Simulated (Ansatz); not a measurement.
Stepwise reaction of `N[Si]N` with water, as a gas-phase model of exchange steps in deposition or etching. ΔE in kJ/mol; ΔG adds harmonic PBE0-D4 terms to CCSD(T)/CBS, at 1 bar.

Gas-phase electronic energies from Ansatz, PBE0-D4/def2-TZVP geometries. CCSD(T)/CBS is the MP2 limit (def2-TZVPP, def2-QZVPP) plus CCSD(T) − MP2 in def2-TZVPP, frozen cores. This one scheme is used for every species. DFT in def2-TZVPP. B3LYP here is the variant with VWN-RPA as its local correlation; programs differ in this. One conformer a species, not always the lowest.

```tsv
step	reaction	PBE-D4	B3LYP-D4	ωB97M-V	CCSD(T)/CBS	ΔG(600 K)
1	`N[Si]N` + H₂O → `N[Si]O` + NH₃	-33.2	-36.1	-36.6	-32.5	-34.1
2	`N[Si]O` + H₂O → `O[Si]O` + NH₃	-45.2	-47.7	-49.4	-45.9	-41.4
```

(1) By hand: ΔE of the 2 steps together at CCSD(T)/CBS.

## Answers

(1) (-32.5) + (-45.9) = -78.4 kJ/mol, or -39.2 kJ/mol a step.

In ΔE each step is lower than the one before. All are downhill at CCSD(T)/CBS. ΔG lies between -41.4 and -34.1 kJ/mol a step. PBE-D4 differs from CCSD(T)/CBS by -0.7 to 0.7 kJ/mol a step. Isolated molecules leave out the surface, adducts and barriers. Largest T1 diagnostic: 0.015.
